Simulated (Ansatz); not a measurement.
`[F][AlH][PH2]` + H–F → `[F][AlH][F]` + PH₃ at 400 K and 1 bar (cleavage of the Al–P bond).

Program: Ansatz. Geometries: PBE0-D4/def2-TZVP. ΔE: electronic, gas phase. CBS: MP2 limit from def2 TZ/QZ plus the TZ coupled-cluster correction, frozen cores. This one scheme is used for every species. Each species was taken in one conformer, which may not be the lowest.

```csv
species,CCSD(T)/CBS energy (Eh),H − E (kJ/mol),S (J/(mol·K))
`[F][AlH][PH2]`,-684.62569,94.4,330.2
H–F,-100.39570,36.5,182.2
`[F][AlH][F]`,-442.35155,49.2,281.7
PH₃,-342.72256,77.1,221.7
```

H − E and S are ideal-gas, rigid-rotor, harmonic terms from PBE0-D4/def2-TZVP, for one conformer and one mirror image of each species. 1 Eh = 2625.50 kJ/mol, R = 8.31446 J/(mol·K).

Task: By hand: ΔE, ΔH, ΔS and ΔG.

Result: ΔE = (-442.35155) + (-342.72256) − (-684.62569) − (-100.39570) = -0.05272 Eh = -138.4 kJ/mol. Δ(H − E) = 49.2 + 77.1 − 94.4 − 36.5 = -4.6, so ΔH = -143.0 kJ/mol. ΔS = 281.7 + 221.7 − 330.2 − 182.2 = -9.0 J/(mol·K). ΔG = -143.0 − 400 × (-9.0)/1000 = -139.4 kJ/mol.

Task: By hand: the equilibrium constant, and the temperature at which ΔG would vanish if ΔH and ΔS stayed fixed.

Result: log₁₀ K = −ΔG/(RT ln 10) = 18.2. ΔG = 0 at ΔH/ΔS = 15889 K, far beyond where these terms or the molecules hold.

The number of gas molecules stays the same, so ΔS is small and ΔH decides. A doubt of 5 kJ/mol in ΔE shifts log₁₀ K by 0.7 here. Other conformers and mirror images would add mixing entropy, several J/(mol·K) or more a flexible species. These are equilibria of isolated gas molecules and say nothing of rates. Largest T1 diagnostic: 0.014 (customary marks: 0.02 for closed shells, 0.045 for open ones).
